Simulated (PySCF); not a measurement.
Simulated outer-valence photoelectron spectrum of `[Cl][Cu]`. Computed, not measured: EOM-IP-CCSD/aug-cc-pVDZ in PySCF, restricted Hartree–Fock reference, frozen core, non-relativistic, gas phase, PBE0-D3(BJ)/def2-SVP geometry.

Each root has a Gaussian of 0.4 eV full width with its one-hole share as area; cross sections and vibrations are left out, and the highest printed point is 100.

ionisation energy (eV), intensity and a bar:
```
      9.3          1 
      9.4          4 #
      9.5         14 ####
      9.6         37 ###########
      9.7         72 ######################
      9.8         99 ##############################
      9.9        100 ##############################
     10.0         81 ########################
     10.1         65 ###################
     10.2         58 ##################
     10.3         51 ###############
     10.4         35 ##########
     10.5         18 #####
     10.6          6 ##
     10.7          2 
     10.8          0 
     10.9          0 
     11.0          1 
     11.1          5 ##
     11.2         18 #####
     11.3         45 ##############
     11.4         80 ########################
     11.5         99 ##############################
     11.6         87 ##########################
     11.7         54 ################
     11.8         24 #######
     11.9          7 ##
     12.0          2 #
     12.1          2 
     12.2          6 ##
     12.3         17 #####
     12.4         33 ##########
     12.5         47 ##############
     12.6         47 ##############
     12.7         34 ##########
     12.8         17 #####
     12.9          6 ##
     13.0          2 
     13.1          0
```

Q: Where are the maxima, and how many lines lie under the curve?

A: 3 maxima, at 9.9, 11.5 and 12.6 eV, from 4 lines (6 roots with degenerate partners counted). At this width some lines have no maximum of their own.

Q: List the lines with their holes.

A: 
```csv
E (eV),leading hole (HF orbital),area,Koopmans (eV)
9.84,HOMO/HOMO-1,1.91,10.60
10.25,HOMO-2,0.96,11.15
11.51,HOMO-3/HOMO-4,1.90,14.71
12.55,HOMO-5,0.94,14.95
```

The widest gap, 1.26 eV, lies between 10.25 and 11.51 eV. Only orbitals with −ε under 21 eV, eight at most, were ionised, so the high end of the curve may lack lines.
